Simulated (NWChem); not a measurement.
Species: Cl2, triplet; SMILES of the neutral closed-shell parent ClCl

Program: NWChem. Spin-unrestricted. The state is orbitally degenerate and is run as one real component. All runs use the structure optimised with PBE0/def2-SVP, spin-unrestricted. The spin multiplicity was typed, not searched, and may not be the lowest. No stability test was run on the SCF state. Level: M05-2X/def2-SVP with SMD (1 M gas to 1 M solution), gas-phase geometry. Reactions with the solvent are ignored.

Q: What does the run give for solvent 1,4-dioxane? Quantities: solvation free energy (kcal/mol); cavity-dispersion-structure term (kcal/mol).

A: 
- solvation free energy (kcal/mol): -1.8
- cavity-dispersion-structure term (kcal/mol): -1.7
